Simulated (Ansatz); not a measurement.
Born–Oppenheimer molecular dynamics of AlH₆Si (8 atoms, charge 0, multiplicity 2). It starts at the highest image of a converged band. Of that band: A vibrational analysis at the climbing image gives 4 clearly imaginary modes (558i, 273i, 65i, 62i cm⁻¹): a point of higher order. A lower path may pass nearby, or the ends, which weren't checked, may share the extra mode.

Computed with UKS PBE0/6-31G* (Ansatz).

```
ensemble                      : NVE (velocity Verlet)
time step                     : 0.5 fs
steps asked                   : 200
starting velocities drawn for : 300 K
seed                          : 4374
```

First frame:

```xyz
8
Properties=species:S:1:pos:R:3
Al -0.002 -0.002 -0.075
H 0.005 -0.004 1.675
H 1.380 0.002 -0.883
H -1.386 0.002 -0.877
Si 0.006 0.000 3.665
H -0.761 -1.183 4.155
H 1.405 -0.066 4.180
H -0.646 1.251 4.152
```

Problem. How far do the bonds stretch over the last three quarters of this one trajectory? (Pairs bonded in most of those frames.)

Solution. 
```csv
bond,mean (Å),spread (Å),shortest,longest
Al1–H3,1.619,0.024,1.58,1.66
Al1–H4,1.621,0.034,1.56,1.68
H2–Si5,1.541,0.151,1.30,1.78
Si5–H6,1.488,0.007,1.48,1.50
Si5–H7,1.489,0.031,1.44,1.54
Si5–H8,1.491,0.025,1.45,1.53
```

Mean temperature of the second half: 559 K. The conserved energy stayed within 0.4 meV per atom of its start (net change -0.21 meV per atom), so the integration is sound. The kinetic energy rose, since the run started high on the potential surface and went downhill. It ends in pieces (AlH2 + H4Si), so much of that is their flight and rotation, not heat. A run of 0.1 ps of so small a system gives no equilibrium averages.

Run time: 7.3 min on 1 thread of Arm Neoverse V2 (shared host), peak memory 0.12 GiB.
